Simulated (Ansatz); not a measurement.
## Pulling the pair apart

The pair of H2S (SMILES S, atoms 1–3) and CH4 (SMILES C, atoms 4–8), both closed shells, in one local arrangement (a lower one may exist), relaxed at PBE0-D4/def2-TZVP:

S1  (0.150, 0.087, -2.728)
H2  (-1.003, -0.037, -2.055)
H3  (0.875, -0.190, -1.634)
C4  (-0.005, 0.028, 1.282)
H5  (-0.323, 0.190, 2.311)
H6  (-0.216, 0.920, 0.692)
H7  (-0.543, -0.824, 0.868)
H8  (1.066, -0.175, 1.265)
(Å)

CH4 is shifted rigidly along the line between the mean atom positions of the two fragments (negative: closer). Counterpoise interaction energies in kJ/mol. Ansatz 0.2.0; basis: def2-TZVPPD; cores frozen in the correlated methods.

```
shift (Å)  r2SCAN-D4    HF  wB97M-V
    -0.40       -1.0   8.1     -0.6
    -0.20       -2.7   3.9     -2.3
     0.00       -3.1   1.8     -2.6
     0.20       -2.9   0.7     -2.5
     0.48       -2.3   0.1     -2.0
     1.00       -1.3  -0.2     -1.2
     2.01       -0.4  -0.1     -0.4
     4.01       -0.1   0.0     -0.1
```

(1) What does CCSD(T) give at these shifts? (An estimate is asked for; the value comes from the calculation.)

No T1 diagnostic of these runs exceeds 0.010.

Answers

(1) Computed: 0.1, -1.9, -2.5, -2.4, -2.0, -1.2, -0.4, -0.1 kJ/mol. For zero shift, CCSD(T) at an estimated basis limit (MP2 extrapolated from triple and quadruple zeta, plus CCSD(T) − MP2 in triple zeta) gives -3.0 kJ/mol. These are counterpoise interaction energies, counted from the two frozen fragments.

For scale, one of the runs: CCSD(T)/def2-TZVPPD, 190 basis functions, launched by `ansatz run in.yaml --threads 2 --pin off --events-out ev --progress --plain --max-ram 5222MiB`. Time: 25 s of wall clock on 2 CPU threads of an Arm Neoverse V1; the host was shared. Peak host memory: 1.9 GiB.
